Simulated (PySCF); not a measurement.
Gas-phase reaction: 2 SiH2F2 + 2 (CH3)3SiH = 4 SiH2F + H2 + 2 C3H7 (i-propyl)

Computed with PySCF (xtb for GFN2) and rigid-rotor harmonic-oscillator thermochemistry at 1 bar. † marks an energy on the PBE0/def2-TZVP geometry and frequencies; other levels use their own. MP2 and CCSD(T) freeze the core. 6-31G* has spherical d functions here. Open shells (unrestricted): SiH2F (multiplicity 2), C3H7 (i-propyl) (multiplicity 2); the rest are closed-shell singlets. GFN2 has no spin-polarisation term. SiH2F: computed as isolated molecules; such fragments, hydroxides, amides, oligomers or adducts are transient or little studied in the gas. MP2 isn't extrapolated to the basis-set limit. CCSD(T) isn't extrapolated to the basis-set limit.

```tsv
level	ΔH°(298 K), kJ
CCSD(T)/def2-SVP†	?
GFN2-xTB	1110
HF/6-31G*	1008
HF/def2-TZVP†	993
MP2/def2-TZVPP†	?
PBE/def2-SVP	?
PBE/def2-TZVP†	?
r2SCAN/def2-TZVP†	1201
LDA/def2-TZVP†	1351
ωB97M-V/def2-TZVP†	1315
```

Question: Fill in the missing entries.

Answer: 
- CCSD(T)/def2-SVP†, ΔH°(298 K), kJ: 1210
- MP2/def2-TZVPP†, ΔH°(298 K), kJ: 1321
- PBE/def2-SVP, ΔH°(298 K), kJ: 1182
- PBE/def2-TZVP†, ΔH°(298 K), kJ: 1193
